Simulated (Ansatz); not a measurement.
# Enthalpy of formation of some rock-salt solids

Method: HSE06-D3(BJ) (Ansatz, a quantum-chemistry and plane-wave program, PAW). References are measured values at room or unstated temperature, uncorrected unless marked, so that the deviations hold thermal and zero-point effects besides the level's error.

Values in eV/atom.

```csv
solid,reference,HSE06-D3(BJ),deviation (eV/atom)
rock-salt TaC,-0.747,-0.776,-0.029
rock-salt NaI,-1.492,-1.461,+0.031
rock-salt TiC,-0.956,-1.076,-0.120
rock-salt HfC,-1.171,-1.114,+0.057
rock-salt KI,-1.699,-1.676,+0.023
"rock-salt SnTe (cubic form, which distorts at low temperature)",-0.315,-0.306,+0.009
rock-salt ZrC,-1.019,-1.058,-0.039
rock-salt PbTe,-0.366,-0.447,-0.081
```

Over these 8 solids the mean deviation is -0.019 eV/atom, the mean absolute deviation 0.049 eV/atom (median 0.035 eV/atom), and the worst case rock-salt TiC at -0.120 eV/atom; the value is too high in 4 of 8 cases.

Spin–orbit coupling is left out, also for the solids with elements from indium on (rock-salt TaC, rock-salt NaI, rock-salt HfC, rock-salt KI, rock-salt SnTe, rock-salt PbTe); its size isn't shown.

Exact exchange on metals is sensitive to the k mesh. Formation is from the elements' reference phases, gases as molecules.

Differences are worked out from the printed values.

Each level is taken at its own relaxed cell. Caveats: symmetry holds this phase in the static calculation, where it need not be a minimum (rock-salt SnTe). Ansatz's density-functional and Hartree–Fock values are scalar-relativistic unless marked +SOC, with PAW data made under PBE.

Ansatz's runs of these crystals have no spin polarisation.

Not in this set, of the rock-salt solids with a reference value in our tables and a result at some level: 30 for no value at HSE06-D3(BJ) (not run, a failed fit, an unstable or unbound cell, or a value held back for tests); 12 for a reference of another kind, counted apart; 1 for a doubt noted on the run at HSE06-D3(BJ). These can be a level's best or worst cases. At least 9 more with a reference value are held back for tests. Solids without a released value at any level aren't counted. Sums of energies from LAMMPS, tight-binding programs and other DFT programs aren't taken. Layered and molecular crystals are counted apart.

References as tabulated in Wang et al. (2021), doi:10.1038/s41598-021-94550-5; NASA TM-4513; the CRC Handbook.
